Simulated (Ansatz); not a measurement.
Geometry optimisation, RKS PBE0/def2-SVP (Ansatz).

Input:

```yaml
crystal:
  periodic: [false, false, false]
  atoms:
    - { symbol: B, position_ang: [0.0, 0.0, 0.0] }
    - { symbol: H, position_ang: [0.0, 0.0, 1.19] }
    - { symbol: F, position_ang: [1.1431, 0.0, -0.66] }
    - { symbol: Cl, position_ang: [-1.6108, 0.0, -0.93] }
basis:
  gaussian: { orbitals: def2-SVP }
hamiltonian:
  xc: pbe0
relax:
  f_tol: 0.02
  max_steps: 40
```

Command:

```bash
$ ansatz run input.yaml --threads 1 --pin off --max-ram 2048MiB --backend cpu --events-out ev --progress --plain --runs-dir out
```

**Question.** Where does it end, and by what steps?

**Answer.** It converged. After 5 steps the energy has fallen by 0.147 eV; Cl4 moved furthest, 0.09 Å.

| step | energy less start (eV) | largest force component (eV/Å) | accepted |
| --- | --- | --- | --- |
| 0 | 0.0000 | 1.964 | yes |
| 1 | -0.1148 | 0.975 | yes |
| 2 | -0.1452 | 0.186 | yes |
| 3 | -0.1464 | 0.089 | yes |
| 4 | -0.1465 | 0.063 | yes |
| 5 | -0.1466 | 0.014 | yes |

```xyz
4
Properties=species:S:1:pos:R:3
B -0.025 0.000 -0.012
H -0.017 0.000 1.190
F 1.103 0.000 -0.679
Cl -1.528 0.000 -0.899
```

Whether the end is a true minimum wasn't checked by a vibrational analysis.

Run time: 7.5 s on 1 thread of Arm Neoverse V2 (shared host), peak memory 0.12 GiB.
